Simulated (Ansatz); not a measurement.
`N[B]N` radical. The species carries charge 0 and has multiplicity 2.

Z-matrix (Å, degrees):
```
N
B 1 1.398
H 1 1.010 2 124.1
H 1 1.003 2 122.3 3 180.0
N 2 1.398 1 127.6 3 0.0
H 5 1.003 2 122.3 1 -180.0
H 5 1.010 2 124.1 1 -0.0
```

List the harmonic frequencies (cm⁻¹, unscaled) at PBE0-D4/def2-TZVP in Ansatz. (An estimate is asked.)

Computed: 314, 354, 370, 383, 569, 843, 932, 1161, 1451, 1616, 1619, 3568, 3569, 3720, 3720.

Is this a minimum?

Yes, all 15 modes are real.

Give the ideal-gas thermochemistry at 298.15 K and 1 bar (rigid rotor, harmonic oscillator; point group C2v, symmetry number 2).

Zero-point energy 144.7 kJ/mol; H(298) − E = 159.2 kJ/mol; entropy 268.6 J/(mol·K), of which translation 155.7, rotation 84.2, vibration 22.9, electronic 5.8; G(298) − E = 79.1 kJ/mol.

Rotational constants (cm⁻¹)?

2.845, 0.2961, 0.2682.
